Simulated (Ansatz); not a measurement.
Cost and result for the atomization energy of C4H8O, SMILES `C=C(C)CO` (13 atoms, 12 bonds).

Z-matrix (Å, degrees):
```
C
C 1 1.494
H 1 1.093 2 110.6
H 1 1.095 2 110.4 3 -117.6
H 1 1.090 2 111.7 3 121.6
C 2 1.501 1 116.1 3 53.9
C 2 1.329 1 123.3 3 -125.6
O 6 1.416 2 112.5 1 -60.0
H 6 1.095 2 110.1 1 57.1
H 6 1.097 2 109.9 1 175.5
H 7 1.085 2 121.2 1 -180.0
H 7 1.085 2 121.7 1 -0.6
H 8 0.961 6 107.6 2 -60.0
```

The species carries charge 0 and has multiplicity 1. The structure was optimised at the PBE0-D4/def2-TZVP level. It is one conformer, not always the lowest. Program: Ansatz. All runs use 4 threads of an Arm Neoverse V1 on a shared host. Times are those of one run each, without the atoms' runs, and a repeat can differ threefold. Electronic energies, without spin–orbit coupling; frozen cores. CCSD(T)/CBS adds CCSD(T) − MP2 in def2-TZVPP to the MP2 limit, and its time is that of the two runs behind it. T1 = 0.010. B3LYP takes the VWN-RPA correlation (the form of Gaussian; ORCA's B3LYP/G).

CCSD(T)/CBS is a level of theory with its own doubt, some kJ/mol a heavy atom from the limit and from the frozen cores, so smaller differences don't rank the functionals.

```tsv
level	functions	wall time
PBE0-D4/def2-TZVPP	267	2.7 s
PBE-D4/def2-TZVPP (with forces)	267	2.7 s
B3LYP-D4/def2-TZVPP (with forces)	267	4.6 s
r2SCAN-D4/def2-TZVPP (with forces)	267	4.9 s
B2PLYP/def2-TZVPP	267	6 s
ωB97X-V/def2-TZVPP	267	7.5 s
ωB97M-V/def2-TZVPP (with forces)	267	11 s
MP2/def2-QZVPP	525	31 s
CCSD(T)/def2-TZVPP	267	3.6 min
CCSD(T)/CBS(def2)	–	4.1 min
```

Task: What atomization energy does each give, and how far from CCSD(T)/CBS? (Estimate.)

Result: Ansatz gave: 
```json
{"level": "PBE0-D4/def2-TZVPP", "atomization (kJ/mol)": "5284.0", "difference from CCSD(T)/CBS": "32.1", "per bond": "2.7"}
{"level": "PBE-D4/def2-TZVPP (with forces)", "atomization (kJ/mol)": "5376.1", "difference from CCSD(T)/CBS": "124.2", "per bond": "10.4"}
{"level": "B3LYP-D4/def2-TZVPP (with forces)", "atomization (kJ/mol)": "5255.8", "difference from CCSD(T)/CBS": "3.9", "per bond": "0.3"}
{"level": "r2SCAN-D4/def2-TZVPP (with forces)", "atomization (kJ/mol)": "5263.2", "difference from CCSD(T)/CBS": "11.3", "per bond": "0.9"}
{"level": "B2PLYP/def2-TZVPP", "atomization (kJ/mol)": "5205.2", "difference from CCSD(T)/CBS": "-46.7", "per bond": "-3.9"}
{"level": "ωB97X-V/def2-TZVPP", "atomization (kJ/mol)": "5250.7", "difference from CCSD(T)/CBS": "-1.2", "per bond": "-0.1"}
{"level": "ωB97M-V/def2-TZVPP (with forces)", "atomization (kJ/mol)": "5264.7", "difference from CCSD(T)/CBS": "12.8", "per bond": "1.1"}
{"level": "MP2/def2-QZVPP", "atomization (kJ/mol)": "5278.7", "difference from CCSD(T)/CBS": "26.8", "per bond": "2.2"}
{"level": "CCSD(T)/def2-TZVPP", "atomization (kJ/mol)": "5131.6", "difference from CCSD(T)/CBS": "-120.3", "per bond": "-10.0"}
{"level": "CCSD(T)/CBS(def2)", "atomization (kJ/mol)": "5251.9", "difference from CCSD(T)/CBS": "0.0", "per bond": "0.0"}
```

In def2-TZVPP, CCSD(T) changes the Hartree–Fock value by +1260.7 kJ/mol (the triples alone add +73.8 kJ/mol) and MP2 by +1337.1 kJ/mol; breaking electron pairs costs correlation energy, which Hartree–Fock lacks. The D4 term adds +35.5 kJ/mol with B3LYP and +18.7 kJ/mol with PBE0; it sums over pairs of atoms, weighted by their polarisabilities, and B3LYP, whose exchange is more repulsive, gets the larger term. From PBE to PBE0 (25 % exact exchange), in def2-TZVPP and without D4, the atomization energy moves by −88.4 kJ/mol: exact exchange takes away binding that semilocal exchange gives to molecules.
